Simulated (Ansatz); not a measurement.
We consider bcc V, described by RPBE (PAW; Ansatz, a program for electronic structure).

Numerical settings: plane-wave cutoff 520 eV, 26×26×26 k mesh, Fermi–Dirac smearing 0.05 eV, no spin polarisation, scalar-relativistic PAW data made under PBE.

Pressure at four volumes; x = ln(V/13.782 Å³). One pressure is withheld.

| V (Å³/atom) | x | P (GPa) |
|---|---|---|
| 12.956 | -0.0618 | 12.02 |
| 13.782 | 0.0000 | 0.02 |
| 14.334 | 0.0393 | -6.25 |
| 14.609 | 0.0583 | ? |

Pass a parabola P(x) through the three rows shown, estimate the bulk modulus and its pressure derivative near zero pressure, and predict the withheld pressure.

Slopes between the rows: (0.02 − (12.02))/(0.0000 − (-0.0618)) = -194.17 and (-6.25 − (0.02))/(0.0393 − (0.0000)) = -159.54 GPa. Their difference over the span 0.1011 is c = 34.63/0.1011 = 342.5 GPa, so P(x) = 12.02 + (-194.17)(x − (-0.0618)) + 342.5 (x − (-0.0618))(x − (0.0000)). At the middle row B = −dP/dx = −[-194.17 + 342.5 × 0.0618] = 173.0 GPa, and B′ = dB/dP = 2c/B = 4.0. At x = 0.0583 the parabola gives -8.90 GPa; the run gives -8.94 GPa. The Birch–Murnaghan fit to the energies at all volumes has B0 = 172 GPa and B′ = 3.9.

Measured, for comparison: bulk modulus 161 GPa (corrected for temperature and zero-point phonon effects, sources range from 159 to 166; as tabulated in Levämäki et al. (2014), arXiv:1402.3671). Computed less measured: bulk modulus +7 % (+3.6 % to +8 % over the range).
